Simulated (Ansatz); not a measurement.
**Cost against result**

The pair of NH3 (SMILES N, atoms 1–4) and SiH3Cl (SMILES [SiH3]Cl, atoms 5–9), both closed shells, in one local arrangement (a lower one may exist), relaxed at PBE0-D4/def2-TZVP:

N1  (-0.007, 0.033, -1.558)
H2  (0.975, 0.126, -1.787)
H3  (-0.280, -0.912, -1.800)
H4  (-0.522, 0.663, -2.161)
Si5  (-0.118, 0.123, 1.443)
Cl6  (1.166, -1.455, 1.084)
H7  (0.455, 1.387, 0.938)
H8  (-0.202, 0.204, 2.926)
H9  (-1.466, -0.169, 0.914)
(Å)

Interaction energies are counterpoise-corrected; the time is that of the whole pair.

Program: Ansatz 0.2.0. Basis: as named in each row. Cores are frozen in the correlated methods. B3LYP uses VWN-RPA correlation. Extrapolation: Hartree–Fock as exp(−7.88 √X), correlation as X^−2.97.

Times are rough, for one single point on 4 threads of a shared host (Arm Neoverse V2).

The estimate by CCSD(T) at an estimated basis limit (MP2 extrapolated from triple and quadruple zeta, plus CCSD(T) − MP2 in triple zeta) is -3.60 kcal/mol.

| method | basis | time (s) | interaction energy (kcal/mol) | method less estimate |
| --- | --- | --- | --- | --- |
| HF | STO-3G | under 1 | -0.29 | 3.31 |
| PBE-D4 | STO-3G | under 1 | -2.27 | 1.33 |
| SPW92 | def2-SVP | under 1 | -6.54 | -2.94 |
| B3LYP-D4 | 6-31G | under 1 | -5.57 | -1.97 |
| PBE-D4 | def2-SVP | under 1 | -4.46 | -0.86 |
| PBE0-D4 | def2-SVP | under 1 | -4.64 | -1.04 |
| CCSD(T) | def2-SVP | under 1 | -1.98 | 1.62 |
| PBE-D4 | def2-TZVPPD | 1 | -3.86 | -0.26 |
| revPBE-D4 | def2-TZVPPD | 1 | -3.72 | -0.12 |
| BLYP-D4 | def2-TZVPPD | 2 | -3.31 | 0.29 |
| HSE06-D4 | def2-TZVPPD | 2 | -3.81 | -0.21 |
| PBE0-D4 | def2-TZVPPD | 2 | -3.88 | -0.28 |
| B3LYP-D4 | def2-TZVPPD | 2 | -3.53 | 0.07 |
| wB97M-V | def2-SVP | 2 | -4.51 | -0.91 |
| r2SCAN-D4 | def2-TZVPPD | 3 | -3.73 | -0.13 |
| B2PLYP | def2-TZVPPD | 3 | -2.09 | 1.51 |
| wB97X-V | def2-TZVPPD | 5 | -3.62 | -0.02 |
| B97M-V | def2-TZVPPD | 6 | -3.75 | -0.16 |
| wB97M-V | def2-TZVPPD | 6 | -3.94 | -0.34 |
| MP2 | def2-QZVPPD | 10 | -3.54 | 0.06 |
| CCSD(T) | def2-TZVPPD | 45 | -3.01 | 0.59 |

The T1 diagnostic stays at or below 0.009.
